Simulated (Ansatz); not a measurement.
CsAuBr3 (I4/mmm, No. 139) was calculated with r²SCAN in Ansatz (PAW).

Run with plane-wave cutoff 560 eV, 6×6×6 k mesh, Fermi–Dirac smearing 0.01 eV, scalar-relativistic PAW data made under PBE.

Cell (measured lattice):

```cif
data_Au2Br6Cs2
_chemical_formula_sum 'Au2 Cs2 Br6'
_space_group_name_H-M_alt 'P 1'
_space_group_IT_number 1
_cell_length_a 7.87844
_cell_length_b 7.87844
_cell_length_c 7.87844
_cell_angle_alpha 120.999
_cell_angle_beta 120.999
_cell_angle_gamma 88.279
loop_
_space_group_symop_operation_xyz
  'x, y, z'
loop_
_atom_site_label
_atom_site_type_symbol
_atom_site_fract_x
_atom_site_fract_y
_atom_site_fract_z
_atom_site_occupancy
Au1 Au 0.50000 0.50000 0.00000 1
Au2 Au 0.00000 0.00000 0.00000 1
Cs1 Cs 0.25000 0.75000 0.50000 1
Cs2 Cs 0.75000 0.25000 0.50000 1
Br1 Br 0.28780 0.28780 0.00000 1
Br2 Br 0.71220 0.71220 0.00000 1
Br3 Br 0.77800 0.22200 0.00000 1
Br4 Br 0.22200 0.77800 0.00000 1
Br5 Br 0.77800 0.77800 0.55600 1
Br6 Br 0.22200 0.22200 0.44400 1
```

**Question.** Estimate the band gap, smallest direct gap on the k points sampled and Γ–Γ gap that the calculation returns.

**Answer.** 
- band gap = 0.94 eV
- smallest direct gap on the k points sampled = 0.98 eV
- Γ–Γ gap = 2.38 eV

Note: cell and atoms aren't relaxed at this level (largest force component 0.40 eV/Å, pressure 1.6 GPa).

Spin–orbit coupling is not included; with these elements it can move the gap by several tenths of an eV or more.

The computed numbers hold no vibrational or temperature effects.

Ansatz is a quantum-chemistry and plane-wave program.
